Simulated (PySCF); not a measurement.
## Structure from NMR data

An unknown has the formula C2H2O2. Its calculated NMR data are:

1H NMR (400 MHz, computed): δ 9.26 (s, 2H).

13C{1H} NMR (computed): δ 196.0 (2C).

- B3LYP/pcJ-1 coupling constants
- GFN2-xTB geometry
- NMR shieldings at PBE0/pcSseg-1/GIAO
- code: PySCF 2.14
- equivalent nuclei averaged, one conformer, non-relativistic, in vacuum

Chemical shifts δ = σref − σ; TMS for 1H and 13C, all at this level.

**Question.** What is the structure?

**Answer.** 
1. The formula gives 2 degrees of unsaturation (no ring in the answer).
2. 1 carbon signal for 2 carbons: some carbons are equivalent by symmetry or fast rotation.
3. Carbon types of the structure: 2 × CH, which accounts for all hydrogens.
4. δC 196.0: aldehyde carbonyl carbon; low-lying n→π* states of the double bond to the heteroatom give a large paramagnetic term (-260 ppm).
5. δH 9.26: hydrogen on an aldehyde carbonyl carbon; the C=O anisotropy and electron withdrawal place aldehyde protons far downfield.

The compound is glyoxal (SMILES O=CC=O).

Shifts are as computed. Against solution values, carbons near 30 ppm lie about +3 ppm off and those near 130 ppm about +5 ppm. Of 1211 compounds with measured shifts, 218 miss one by over three times the rms of a fit or turn the order of signals round; such compounds aren't used in these exercises.
